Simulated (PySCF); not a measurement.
C6H6.

```xyz
12

C     -1.3987     0.0000     0.0000
C     -0.6994    -1.2113     0.0000
C      0.6994    -1.2113     0.0000
C      1.3987     0.0000     0.0000
C      0.6994     1.2113     0.0000
C     -0.6994     1.2113     0.0000
H     -2.4929     0.0000     0.0000
H     -1.2465    -2.1589     0.0000
H      1.2465    -2.1589     0.0000
H      2.4929     0.0000     0.0000
H      1.2465     2.1589     0.0000
H     -1.2465     2.1589     0.0000
```

Geometry: r2SCAN-D4/def2-SVP.

Calculation: B3LYP/pcSseg-1 run with PySCF. Non-relativistic, no solvent.

Computed absolute GIAO shielding of each atom: isotropic value and principal components (ppm):
```json
[
 {"atom": "C1", "σ(iso)": "43.9", "σ11": "-70.4", "σ22": "32.9", "σ33": "169.1", "span": "239.5"},
 {"atom": "C2", "σ(iso)": "43.9", "σ11": "-70.4", "σ22": "32.9", "σ33": "169.1", "span": "239.5"},
 {"atom": "C3", "σ(iso)": "43.9", "σ11": "-70.4", "σ22": "32.9", "σ33": "169.1", "span": "239.5"},
 {"atom": "C4", "σ(iso)": "43.9", "σ11": "-70.4", "σ22": "32.9", "σ33": "169.1", "span": "239.5"},
 {"atom": "C5", "σ(iso)": "43.9", "σ11": "-70.4", "σ22": "32.9", "σ33": "169.1", "span": "239.5"},
 {"atom": "C6", "σ(iso)": "43.9", "σ11": "-70.4", "σ22": "32.9", "σ33": "169.1", "span": "239.5"},
 {"atom": "H7", "σ(iso)": "24.0", "σ11": "20.9", "σ22": "24.1", "σ33": "27.0", "span": "6.1"},
 {"atom": "H8", "σ(iso)": "24.0", "σ11": "20.9", "σ22": "24.1", "σ33": "27.0", "span": "6.1"},
 {"atom": "H9", "σ(iso)": "24.0", "σ11": "20.9", "σ22": "24.1", "σ33": "27.0", "span": "6.1"},
 {"atom": "H10", "σ(iso)": "24.0", "σ11": "20.9", "σ22": "24.1", "σ33": "27.0", "span": "6.1"},
 {"atom": "H11", "σ(iso)": "24.0", "σ11": "20.9", "σ22": "24.1", "σ33": "27.0", "span": "6.1"},
 {"atom": "H12", "σ(iso)": "24.0", "σ11": "20.9", "σ22": "24.1", "σ33": "27.0", "span": "6.1"}
]
```
